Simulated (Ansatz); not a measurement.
Process, species as SMILES: O (H2O) → [OH] (OH) + H atom
B3LYP-D3(BJ)/def2-TZVP geometries, fixed; electronic energies without zero-point terms.

Basis-set convergence of the bond dissociation energy at PBE with Ansatz (a quantum-chemistry and plane-wave program). Cartesian d functions, on some or all atoms, in 6-31G**; all else is spherical. Open shells are unrestricted. No added dispersion term, no relativity. Functions are those of the species that has most. Reference: the value in aug-cc-pV5Z, 124.43 kcal/mol, itself unsure by roughly 0.01 kcal/mol (its mean distance from pcseg-4, aug-pcseg-3, aug-cc-pVQZ). Deviations are taken from unrounded values.

| basis | functions | bond dissociation energy (kcal/mol) | minus reference (kcal/mol) |
|---|---|---|---|
| 6-31G** | 25 | 121.60 | -2.84 |
| 6-311G** | 30 | 121.29 | -3.14 |
| aug-cc-pVDZ | 41 | 123.36 | -1.07 |
| def2-TZVP | 43 | 122.54 | -1.89 |
| 6-311++G(2d,2p) | 47 | 124.27 | -0.17 |
| cc-pVTZ | 58 | 123.05 | -1.39 |
| jun-cc-pV(T+d)Z | 67 | 124.26 | -0.17 |
| 6-311++G(3df,3pd) | 75 | 124.55 | 0.12 |
| aug-pcseg-2 | 92 | 124.48 | 0.05 |
| cc-pVQZ | 115 | 123.90 | -0.53 |
| pcseg-3 | 126 | 124.45 | 0.02 |
| aug-cc-pVQZ | 172 | 124.44 | 0.00 |
| aug-pcseg-3 | 183 | 124.47 | 0.03 |
